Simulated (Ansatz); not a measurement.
System: Sr2P7I (P2₁3, No. 198; cell taken from a computed entry). Method: r²SCAN in Ansatz (PAW).

Run with plane-wave cutoff 560 eV, 4×4×4 k mesh, Fermi–Dirac smearing 0.01 eV, scalar-relativistic PAW data made under PBE.

Cell (relaxed with PBEsol):

Space group P2₁3 (No. 198); a = b = c = 9.829 Å, α = β = γ = 90.00°

```
atom  site  symmetry       x       y       z
----  ----  --------  ------  ------  ------
Sr      4a       .3.  0.3461  0.3461  0.3461
Sr      4a       .3.  0.5990  0.5990  0.5990
P       4a       .3.  0.7801  0.7801  0.7801
P      12b         1  0.1425  0.1888  0.5333
P      12b         1  0.0267  0.3583  0.4531
I       4a       .3.  0.1506  0.1506  0.1506
```

Problem. Give the computed band gap, smallest direct gap on the k points sampled and Γ–Γ gap.

Solution. 
- band gap: 2.30 eV
- smallest direct gap on the k points sampled: 2.32 eV
- Γ–Γ gap: 2.40 eV

Note: cell and atoms aren't relaxed at this level (largest force component 0.18 eV/Å, pressure 1.8 GPa).

Spin–orbit coupling is not included; with these elements it can move the gap by several tenths of an eV or more.

Static lattice: no zero-point or thermal effects.

The result took about 2.4 core-hours (a rough figure).

Ansatz is an electronic-structure program.
